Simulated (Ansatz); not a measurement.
Potassium, bcc: convergence with Gaussian smearing

Computed with Ansatz, LDA, scalar-relativistic PAW, on the relaxed cell (a = 5.048 Å; spin not included). Errors count from a run at 420 eV on a Γ-centred 15×15×15 mesh with Fermi-Dirac smearing of 0.1 eV, extrapolated to zero width. Fixed here: cutoff 420 eV, mesh 9×9×9. The SCF starts from atomic densities corrected by a trained network.

```
width (eV)  E(σ→0) error (meV/atom)  F error (meV/atom)  P (GPa)  SCF iterations
      0.01                     -3.0                -3.1    -0.02               6
      0.03                     -3.2                -3.4    -0.02               6
       0.1                     -3.5                -5.1    -0.02               6
       0.3                     -2.8               -18.0    -0.01               6
       0.6                     -0.7               -66.6     0.04               6
       1.0                     -1.2              -183.5     0.14               6
```

Problem. What does the run at 0.2 give (width)?

Solution. E(σ→0) error (meV/atom): -3.6; F error (meV/atom): -9.9; P (GPa): -0.02; SCF iterations: 6.
